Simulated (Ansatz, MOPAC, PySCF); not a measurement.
Molecule: CH₄N (charge 0, doublet). SMILES: [CH2]N
Structure (B3LYP-D3(BJ)/def2-TZVP (Ansatz, a first-principles code) minimum search):
```xyz
6

C      0.1231     0.7206    -0.0043
N     -0.0884    -0.6546     0.0035
H     -0.4969    -1.0305     0.8459
H     -0.5248    -1.0357    -0.8225
H      0.4664     1.1652     0.9184
H      0.4354     1.1594    -0.9407
```
Charge 0, spin multiplicity 2.

Unscaled harmonic wavenumbers (cm⁻¹) in rising order, each level at the stationary point that it reaches from this structure (no distance between atoms moves by over 0.3 Å); the order of modes can differ between levels, and a negative number is imaginary. B3LYP-D3(BJ)/def2-TZVP (PySCF, at the structure above): 446, 598, 676, 939, 1224, 1324, 1482, 1654, 3148, 3257, 3532, 3630.

PM6 (MOPAC): 538, 629, 831, 937, 1295, 1331, 1429, 1631, 2744, 2798, 2834, 2840. Zero-point energy 28.4 against 31.3 kcal/mol; where all levels lie over 400 cm⁻¹, the wavenumbers are on average 0.964 times those of B3LYP-D3(BJ)/def2-TZVP.

PM7 (MOPAC): 395, 555, 830, 980, 1325, 1387, 1520, 1694, 2739, 2800, 2833, 2853. Zero-point energy 28.5 against 31.3 kcal/mol; where all levels lie over 400 cm⁻¹, the wavenumbers are on average 0.973 times those of B3LYP-D3(BJ)/def2-TZVP.

HF/3-21G (Ansatz): 414, 532, 751, 1006, 1234, 1427, 1607, 1838, 3283, 3391, 3748, 3858. Zero-point energy 33.0 against 31.3 kcal/mol; where all levels lie over 400 cm⁻¹, the wavenumbers are on average 1.051 times those of B3LYP-D3(BJ)/def2-TZVP.
